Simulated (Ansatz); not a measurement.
Black phosphorus

The numbers are results of r²SCAN in Ansatz (plane waves, PAW), not measurements.

Settings: plane-wave cutoff 600 eV, 12×12×10 k mesh (along the axes of the cell as run), finite displacements, scalar-relativistic PAW data made under PBE.

Cell: relaxed at this level.

For black phosphorus, the high-frequency dielectric constant (mean over three axes) comes out as 11.7 and the static dielectric constant (mean over three axes) comes out as 11.9.

Note: the cell comes from a level without a dispersion term, which matters for the spacing of layers, chains or molecules.

Cost on a shared machine: around 70 core-minutes (rough).

Ansatz is a first-principles code.
